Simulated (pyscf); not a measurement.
Elementary routes open to HO–B(OH)–OH (SMILES OB(O)O) + BH₃ (SMILES B) in the gas phase (singlet surface):
A. H₂O (SMILES O) + H₂B–B(OH)–OH (SMILES BB(O)O) (B–O, B–H broken; H–O, B–B formed)
B. H₂B–O–B(OH)–OH (SMILES BOB(O)O) + H₂ (SMILES [H][H]) (H–O, B–H broken; B–O, H–H formed)

PySCF, gas phase, ωB97X-D3(BJ)/def2-SVP geometries.

Q: Rank the routes by free-energy barrier at 1200 K, lowest first, for ωB97M-D3(BJ)/def2-TZVP energies (ideal gas, 1 atm, RRHO with modes under 100 cm⁻¹ raised to 100, one conformer, R ln 2 for chiral ones without a mode under 150 cm⁻¹).

A: B (220.2 kJ/mol), A (427.0 kJ/mol)

Route B is the fastest of these, ahead of the next by 206.8 kJ/mol. The most stable products are those of B (ΔG = -110.9 kJ/mol), so kinetics and thermodynamics agree. At 298 K B is still the fastest. A: On the reactant side the descent ends in an adduct with a B–O contact (not fully relaxed), 69.2 kJ/mol under the separated species and 333.1 kJ/mol under the saddle at ωB97X-D3(BJ)/def2-TZVP. B: On the reactant side the descent ends in an adduct with a B–O contact (not fully relaxed), 35.9 kJ/mol under the separated species and 102.7 kJ/mol under the saddle at ωB97X-D3(BJ)/def2-TZVP. Only these routes are compared; each barrier is that of the saddle found, and lower ones may exist.
